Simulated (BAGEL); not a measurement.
# UHF/STO-3G (density fitting with qzvpp-jkfit) run of [AlH3]− (SMILES [AlH3-])

Aim: the vertical ionisation energy of [AlH3]− at UHF/STO-3G (density fitting with qzvpp-jkfit), from 2 runs. 

Program for the calculation: BAGEL 1.2.2.

3 further runs of the same task are left out: 3 that didn't finish. Runs told in other sessions of the task aren't counted.

## (1) The molecule

[AlH3]−: 4 atoms, total charge -1, spin state doublet. As SMILES, `[AlH3-]`. Geometry: a GFN2-xTB relaxation, a rough one for these elements and not checked as a minimum.

Bond lengths: Al1–H2 1.684 Å, Al1–H3 1.685 Å, Al1–H4 1.685 Å. Angles: H2–Al1–H3 101.1°, H2–Al1–H4 101.1°, H3–Al1–H4 101.1°.

## (2) A single-point energy at UHF/STO-3G (density fitting with qzvpp-jkfit)

File hf.json:

```json
{ "bagel" : [

{
  "title" : "molecule",
  "basis" : "sto-3g",
  "df_basis" : "qzvpp-jkfit",
  "angstrom" : "true",
  "geometry" : [
    { "atom" : "Al", "xyz" : [   -0.161060,    0.455350,   -0.307260 ] },
    { "atom" : "H", "xyz" : [    0.471920,    0.754070,    1.224440 ] },
    { "atom" : "H", "xyz" : [   -1.350110,   -0.683860,    0.050500 ] },
    { "atom" : "H", "xyz" : [    1.039250,   -0.525560,   -0.967690 ] }
  ]
},
{ "title" : "uhf", "charge" : -1, "nopen" : 1 },
{ "title" : "print", "file" : "orbitals.molden", "orbitals" : "true" }

]}
```

Run with:

```sh
BAGEL_NUM_THREADS=1 BAGEL hf.json > hf.out
```

Standard output:

```text
* using 1 threads per process

  ===============================================================
  ===============================================================

  *** Geometry ***

  { "atom" : "Al", "xyz" : [     -0.304359,      0.860487,     -0.580637 ] },
  { "atom" : "H", "xyz" : [      0.891800,      1.424986,      2.313856 ] },
  { "atom" : "H", "xyz" : [     -2.551338,     -1.292308,      0.095431 ] },
  { "atom" : "H", "xyz" : [      1.963898,     -0.993164,     -1.828669 ] },

  Number of auxiliary basis functions:      182

  Since a DF basis is specified, we compute 2- and 3-index integrals:
    o Being stored without compression. Storage requirement is 0.000 GB

  Number of basis functions:       12
  Number of electrons      :       16

    * METHOD: MOLECULE                             0.02

  *** Open-shell HF ***

  === Nuclear Repulsion ===
    12.8604091249

      * DIIS with orbital gradients will be used.

  === UHF iteration (sto-3g) ===
      0       -240.41368621          0.02864907           0.00
      1       -240.44577509          0.00898088           0.00
      2       -240.45005266          0.00374357           0.00
      3       -240.45104126          0.00064178           0.00
      4       -240.45113902          0.00019109           0.00
      5       -240.45117641          0.00006881           0.00
      6       -240.45118892          0.00000603           0.00
      7       -240.45118912          0.00000099           0.00
      8       -240.45118912          0.00000022           0.00
      9       -240.45118912          0.00000004           0.00
     10       -240.45118912          0.00000005           0.00
     11       -240.45118912          0.00000000           0.00
    * SCF iteration converged.

    * S^2 (UHF) is 0.7505

    * Permanent dipole moment:
           (    0.371164,    -1.050630,     0.708141) a.u.

    * METHOD: UHF                                  0.03

    * METHOD: PRINT                                0.00

  ===============================================================
```

Wall time 0.34 s (1 thread of Intel Xeon 6975P-C (Granite Rapids), shared host); peak memory 0.14 GiB.

## (3) Singlet neutral AlH3 at the same level

File calc.json:

```json
{ "bagel": [

{
  "title": "molecule",
  "basis": "sto-3g",
  "df_basis": "qzvpp-jkfit",
  "angstrom": true,
  "geometry": [
    { "atom": "Al", "xyz": [      -0.161060,       0.455350,      -0.307260 ] },
    { "atom": "H", "xyz": [       0.471920,       0.754070,       1.224440 ] },
    { "atom": "H", "xyz": [      -1.350110,      -0.683860,       0.050500 ] },
    { "atom": "H", "xyz": [       1.039250,      -0.525560,      -0.967690 ] }
  ]
},

{ "title": "hf" },

{ "title": "print", "file": "orbitals.molden", "orbitals": true }

]}
```

Run with:

```sh
BAGEL_NUM_THREADS=1 BAGEL calc.json > calc.out
```

Standard output:

```text
* using 1 threads per process

  ===============================================================
  ===============================================================

  *** Geometry ***

  { "atom" : "Al", "xyz" : [     -0.304359,      0.860487,     -0.580637 ] },
  { "atom" : "H", "xyz" : [      0.891800,      1.424986,      2.313856 ] },
  { "atom" : "H", "xyz" : [     -2.551338,     -1.292308,      0.095431 ] },
  { "atom" : "H", "xyz" : [      1.963898,     -0.993164,     -1.828669 ] },

  Number of auxiliary basis functions:      182

  Since a DF basis is specified, we compute 2- and 3-index integrals:
    o Being stored without compression. Storage requirement is 0.000 GB

  Number of basis functions:       12
  Number of electrons      :       16

    * METHOD: MOLECULE                             0.02

  *** RHF ***

  === Nuclear Repulsion ===
    12.8604091249

      * DIIS with orbital gradients will be used.

  === RHF iteration (sto-3g) ===
      0       -240.56578392          0.02447826           0.00
      1       -240.60401653          0.00505294           0.00
      2       -240.60557389          0.00149980           0.00
      3       -240.60578242          0.00019575           0.00
      4       -240.60578500          0.00001846           0.00
      5       -240.60578502          0.00000084           0.00
      6       -240.60578502          0.00000003           0.00
      7       -240.60578502          0.00000001           0.00
    * SCF iteration converged.

    * Permanent dipole moment:
           (    0.452998,    -1.280666,     0.864195) a.u.

    * METHOD: HF                                   0.02

    * METHOD: PRINT                                0.00

  ===============================================================
```

Run time: 0.38 s. Hardware: 1 thread of Intel Xeon 6975P-C (Granite Rapids), shared host; peak memory 0.14 GiB.

## (4) Summary of results

Level: UHF/STO-3G (density fitting with qzvpp-jkfit).

| quantity | value |
| --- | --- |
| doublet [AlH3]−: total energy | -240.45119 Eh |
| doublet [AlH3]−: ⟨S²⟩ | 0.750 |
| singlet neutral AlH3: total energy | -240.60579 Eh |
| singlet neutral AlH3: dipole moment | 4.09 D |
| singlet neutral AlH3: HOMO energy | -7.74 eV |
| singlet neutral AlH3: LUMO energy | 4.87 eV |
| singlet neutral AlH3: HOMO–LUMO gap | 12.61 eV |
| vertical detachment energy (to the singlet neutral) | -4.207 eV |

The species is unbound against losing an electron at this level, by 4.21 eV (−406 kJ/mol); missing correlation or diffuse functions can give that sign where the real anion is bound. In a minimal basis such a difference can be off by several eV, whatever the method.
